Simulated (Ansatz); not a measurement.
Two shapes of singlet HNO.

Shape 1:

```xyz
3

N     0.0000    0.4274   -0.3864
H     0.0000    1.3024    0.2308
O     0.0000   -0.5368    0.3092
```

Shape 2:

```xyz
3

N     0.0000    0.4616   -0.4173
H     0.0000    1.4066    0.2492
O     0.0000   -0.5797    0.3340
```

Basis set: def2-TZVP (spherical functions). Left uncorrelated: 2 orbitals. Charge 0, multiplicity 1.

Computed with Ansatz (development build ahead of 0.2.0); each method stands on the lowest determinant of its kind that the runs found.

Question: Which shape is lower in energy, and by how much in each method?

Answer:

```
 method  E(2) − E(1) (eV)
    RHF             0.823
RHF-MP2             0.249
```

Shape 1 is lower. Caution: in another basis set an unrestricted determinant lies well below.
